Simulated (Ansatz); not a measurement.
## Cubic anti-perovskite Sr3BiN (cell taken from a computed entry)

Method: HSE06 (Ansatz, a program for electronic structure, plane waves, PAW).

Numerical settings: plane-wave cutoff 460 eV, 4×4×4 k mesh, Fermi–Dirac smearing 0.01 eV, scalar-relativistic PAW data made under PBE.

Cell (relaxed with PBEsol):

```cif
data_BiNSr3
_chemical_formula_sum 'Sr3 Bi1 N1'
_space_group_name_H-M_alt 'P 1'
_space_group_IT_number 1
_cell_length_a 5.17103
_cell_length_b 5.17103
_cell_length_c 5.17103
_cell_angle_alpha 90.000
_cell_angle_beta 90.000
_cell_angle_gamma 90.000
loop_
_space_group_symop_operation_xyz
  'x, y, z'
loop_
_atom_site_label
_atom_site_type_symbol
_atom_site_fract_x
_atom_site_fract_y
_atom_site_fract_z
_atom_site_occupancy
Sr1 Sr 0.50000 0.50000 0.00000 1
Sr2 Sr 0.00000 0.50000 0.50000 1
Sr3 Sr 0.50000 0.00000 0.50000 1
Bi1 Bi 0.00000 0.00000 0.00000 1
N1 N 0.50000 0.50000 0.50000 1
```

```
Property                       Result
--------  ---------------------------
band gap  0.90 eV (on the SCF k mesh)
```

Note: cell and atoms aren't relaxed at this level (pressure 1.3 GPa); this cell isn't known to be the ambient phase, and symmetry holds it in the calculation.

Spin–orbit coupling is not included; with these elements it can move the gap by several tenths of an eV or more.

Computed values are for the static lattice.

The result took very roughly 2.5 core-minutes.
